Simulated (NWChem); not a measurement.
**BNH3O (SMILES N[B]O): U-wB97X/6-31G(d) (spherical functions)**

What is the vertical ionisation energy of BNH3O at U-wB97X/6-31G* (spherical functions)? 

The results are computed with NWChem 7.3.0.

2 further runs of the same task are left out: 2 that didn't finish.

### 1 The system as given

BNH3O has 6 atoms, charge 0, and is taken as a doublet. SMILES: `N[B]O`. The coordinates come from a PBE0-D4/def2-TZVP relaxation. This is one conformer, not always the lowest.

Bond lengths: N1–B2 1.390 Å, B2–O3 1.359 Å, N1–H4 1.002 Å, N1–H5 1.010 Å, O3–H6 0.958 Å. Angles: N1–B2–O3 122.6°, B2–N1–H4 122.8°, B2–N1–H5 122.6°, B2–O3–H6 113.3°, H4–N1–H5 114.6°.

### 2 The energy at U-wB97X/6-31G(d) (spherical functions)

Input file bh3no.nw:

```
start bh3no
memory 2200 mb
charge 0
geometry units angstroms noautosym nocenter noautoz
N     -0.781300     0.184600    -0.560400
B      0.032600    -0.490400     0.341500
O      1.270200    -0.047100     0.684600
H     -1.694900    -0.139800    -0.815500
H     -0.498900     1.042700    -1.012000
H      1.714300    -0.614000     1.315700
end
basis spherical bse
* library 6-31G*
end
dft
xc wb97x
mult 2
grid fine
convergence energy 1e-08
iterations 100
mulliken
noprint "final vectors analysis"
end
task dft energy
```

Launch:

```sh
$ nwchem bh3no.nw > bh3no.out
```

The log of the run:

```text
[...]
          Wavefunction type:  spin polarized.
          No. of atoms     :     6
          No. of electrons :    23
[...]
          Charge           :     0
          Spin multiplicity:     2
[...]
          AO basis - number of functions:    48
[...]
              XC Information
              --------------
                       wb97x  Method XC Functional
                     Hartree-Fock (Exact) Exchange  1.000
                         wb97x Exchange Functional  1.000
                      wb97x Correlation Functional  1.000
[...]
 d= 0,ls=0.0,diis     1   -156.5192329256 -2.18D+02  1.00D-02  1.37D-01     0.9
[...]
 d= 0,ls=0.0,diis    11   -156.5878255585 -2.13D-09  6.80D-07  3.54D-10     9.3
[...]
         Total DFT energy =     -156.587825558510
      One electron energy =     -334.685144734071
           Coulomb energy =      137.374296456453
    Exchange-Corr. energy =      -20.715441785759
 Nuclear repulsion energy =       61.438464504867
[...]
      Total Density - Mulliken Population Analysis
     ---------------------------------------------
    Atom       Charge   Shell Charges
 -----------   ------   -------------------------------------------------------
    1 N    7     7.75   2.00  0.75  2.57  0.78  1.64  0.02
    2 B    5     4.79   2.00  0.49  1.31  0.47  0.41  0.10
    3 O    8     8.57   2.00  0.89  2.95  0.89  1.81  0.02
    4 H    1     0.66   0.50  0.15
    5 H    1     0.67   0.50  0.17
    6 H    1     0.57   0.47  0.09
[...]
      <S2> =      0.7522 (Exact =     0.7500)
[...]
```

It took 9.9 s on 1 thread of Intel Xeon 6975P-C (Granite Rapids), shared host; peak memory 0.11 GiB.

### 3 The singlet cation

Input file calc.nw:

```
start calc
memory 2200 mb
charge 1

geometry units angstrom noautosym nocenter noautoz
  N       -0.781300       0.184600      -0.560400
  B        0.032600      -0.490400       0.341500
  O        1.270200      -0.047100       0.684600
  H       -1.694900      -0.139800      -0.815500
  H       -0.498900       1.042700      -1.012000
  H        1.714300      -0.614000       1.315700
end

basis "ao basis" spherical bse
  N library 6-31G*
  B library 6-31G*
  O library 6-31G*
  H library 6-31G*
end

dft
  xc wb97x
  mult 1
  grid fine
  convergence energy 1e-08
  iterations 100
  mulliken
  print low
end

task dft
```

Launch:

```sh
$ nwchem calc.nw > calc.out
```

The log of the run:

```text
[...]
 d= 0,ls=0.0,diis     1   -156.0406042609 -2.17D+02  2.78D-02  2.57D+00     0.8
[...]
 d= 0,ls=0.0,diis    11   -156.3029626404 -8.77D-10  2.87D-07  5.29D-10     7.5
         Total DFT energy =     -156.302962640424
      One electron energy =     -327.943857986061
           Coulomb energy =      130.555698570775
    Exchange-Corr. energy =      -20.353267730005
 Nuclear repulsion energy =       61.438464504867
[...]
      Total Density - Mulliken Population Analysis
     ---------------------------------------------
    Atom       Charge   Shell Charges
 -----------   ------   -------------------------------------------------------
    1 N    7     7.73   2.00  0.75  2.57  0.80  1.59  0.02
    2 B    5     4.23   2.00  0.56  1.21  0.15  0.21  0.11
    3 O    8     8.44   2.00  0.92  2.91  0.89  1.69  0.02
    4 H    1     0.57   0.49  0.09
    5 H    1     0.54   0.47  0.07
    6 H    1     0.49   0.45  0.05
[...]
```

Wall time 8.1 s (1 thread of Intel Xeon 6975P-C (Granite Rapids), shared host); peak memory 0.11 GiB.

### 4 Outcome

At U-wB97X/6-31G* (spherical functions):

| quantity | value |
| --- | --- |
| doublet BNH3O: total energy | -156.58783 Eh |
| doublet BNH3O: dipole moment | 0.43 D |
| doublet BNH3O: ⟨S²⟩ | 0.752 |
| singlet cation: total energy | -156.30296 Eh |
| vertical ionisation energy (to the singlet cation) | 7.752 eV |

In words: Removing an electron at fixed nuclei costs 7.75 eV (179 kcal/mol). Only the singlet of the ionised species was computed; a triplet could lie lower. Mulliken charges (doublet BNH3O) run from -0.75 on N1 to +0.43 on H6.
